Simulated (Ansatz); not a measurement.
A made-up structure of AlSiH4, doublet:

Al1  (-0.285, -1.334, -0.080)
Si2  (0.269, 1.262, 0.076)
H3  (-1.097, -2.113, 1.292)
H4  (0.175, -2.212, -1.551)
H5  (1.024, 2.155, -1.110)
H6  (-0.086, 2.243, 1.373)
(Å)

It is relaxed with PBE-D4/def2-SVP and then PBE0-D4/def2-TZVP (Ansatz 0.2.0). Atoms count as bonded within 1.22 times the sum of their covalent radii (H–H: 0.88 Å). The end point is not checked to be a true minimum.

Question: Does its bonding change? (Judge from chemistry; the calculation decides.)

Answer: By the calculation: No: no bond forms or breaks.

Where it ends: The first stage lowers the energy by 0.92 eV in 5 steps. It ends as AlSiH₄ ([AlH2][SiH2]):
```json
{"atom": "Al1", "x (Å)": "-0.2542", "y (Å)": "-1.1915", "z (Å)": "-0.0714"}
{"atom": "Si2", "x (Å)": "0.2403", "y (Å)": "1.1264", "z (Å)": "0.0676"}
{"atom": "H3", "x (Å)": "-0.9795", "y (Å)": "-1.8850", "z (Å)": "1.1543"}
{"atom": "H4", "x (Å)": "0.1561", "y (Å)": "-1.9748", "z (Å)": "-1.3857"}
{"atom": "H5", "x (Å)": "0.9143", "y (Å)": "1.9232", "z (Å)": "-0.9912"}
{"atom": "H6", "x (Å)": "-0.0771", "y (Å)": "2.0018", "z (Å)": "1.2264"}
```

Labels in which every atom is bracketed show which atoms are joined, not bond orders.

For scale, one of the runs: PBE0-D4/def2-TZVP relaxation, 98 basis functions, launched by `ansatz run in.yaml --threads 2 --pin off --events-out ev --progress --plain --max-ram 4352MiB`. Hardware: 2 CPU threads of an Intel Xeon 6975P-C, shared host. Wall time about 5 s.
